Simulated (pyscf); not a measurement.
This saddle point was located with ωB97X-D3(BJ)/def2-SVPD in PySCF.

```xyz
6

Cl    -1.0201    -1.0838    -2.1163
C     -0.4827     0.0025    -0.0560
I      0.1015     1.1833     2.1829
H     -1.3555    -0.4660     0.3790
H      0.4630    -0.5228    -0.0655
H     -0.5788     0.9495    -0.5701
```
Charge -1, spin multiplicity 1.

Surface: singlet, charge -1. Lowest wavenumbers (cm⁻¹): 422i, 164, 174, 174, 906.

Task: Name the species on either side of this saddle.

Result: `[Cl-]` + `[CH3][I]` ⇌ `[CH3][Cl]` + `[I-]`, a substitution at C read from left to right: C–I broken and C–Cl formed. At CCSD(T)/def2-TZVPPD + ΔMP2(QZVPPD) it lies -4.1 kcal/mol from the left side and +9.0 kcal/mol from the right (each side as separated species at their lowest minima found). On the reactant side the descent ends in a bound adduct, 10.5 kcal/mol under the separated species and 8.2 kcal/mol under the saddle at ωB97X-D3(BJ)/def2-TZVPD. On the product side the descent ends in a bound adduct, 8.2 kcal/mol under the separated species and 19.1 kcal/mol under the saddle at ωB97X-D3(BJ)/def2-TZVPD. At CCSD(T) the saddle lies under the separated reactants, which points to a path from their complex (located at ωB97X-D3(BJ) alone). This is the saddle that the search found; another between the same sides may lie lower. The angle at the attacked C is 180°. The CCSD(T) − MP2 part came from Ansatz, without density fitting, on the same reference. The frozen core leaves the outer d or s,p core shells of the metals and heavy elements correlated in the MP2 and CC values, and def2-TZVPP describes them poorly, which can shift differences by a few kcal/mol. Elements past Kr carry the def2 core potentials, without spin-orbit coupling.
